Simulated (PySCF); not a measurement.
## Bond curve of SiP

Set-up: basis Si def2-TZVPP, P def2-TZVPP; no relativity; PySCF 2.14. Energies in eV from Si + P in their ground configurations at the same level. State: ²Π (doublet), unpaired electrons π ↑.

```
R (Å)   B3LYP   B97-3
1.783  -2.338  -2.532
1.866  -3.116  -3.313
1.949  -3.552  -3.749
2.011  -3.713  -3.906
2.073  -3.767  -3.953
2.135  -3.736  -3.916
2.218  -3.600  -3.768
2.322  -3.324  -3.475
2.446  -2.913  -3.041
2.612  -2.362  -2.462
```

Question: Put a parabola through the three lowest points of the B3LYP curve and estimate Re, k and ωe (reduced mass 14.7 u; 1 eV/Å² = 0.16022 mdyn/Å; ωe = 1302.8·√(k/μ) cm⁻¹).

Answer: Through R = 2.011, 2.073, 2.135 Å the second-order coefficient is 11.1 eV/Å², so Re ≈ 2.081 Å, k ≈ 3.54 mdyn/Å and ωe ≈ 640 cm⁻¹. A polynomial fit of higher order to the unrounded B3LYP energies gives Re = 2.079 Å, k = 3.35 mdyn/Å, ωe = 622 cm⁻¹; anharmonicity and rounding make the difference.

The higher-order fit for each curve: B3LYP: Re = 2.079 Å, ωe = 622 cm⁻¹, De = 3.77 eV; B97-3: Re = 2.074 Å, ωe = 634 cm⁻¹, De = 3.95 eV.

⟨S²⟩ of the unrestricted solution departs from its pure value on part of the curve, where spin states mix. The state was picked by a PBE0 search and need not be the measured ground state.
